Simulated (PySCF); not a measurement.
hydrazine (H4N2), SMILES NN. Heavy atoms are numbered as in [NH2:1][NH2:2]. Hydrogens are named by the atom that carries them.

Geometry optimised at B3LYP-D3(BJ)/def2-TZVP.

All values below come from B3LYP/pcSseg-2 run with PySCF.

GIAO shieldings, no solvent; atoms alike by connectivity are averaged. δ = σ(ref) − σ: ¹⁵N against NH3 (σ = 260.3 ppm); ¹H against TMS (σ = 31.68 ppm), references at their B3LYP-D3(BJ)/def2-TZVP geometries, non-relativistic.

Estimate the chemical shifts. (The exact figures need the calculation; the answer reports its results.)


| nucleus | atoms | count | δ (ppm) |
|---|---|---|---|
| ¹⁵N | N1 (NH2) | 2 | 66.4 |
| ¹H | H on N1 | 4 | 2.82 |
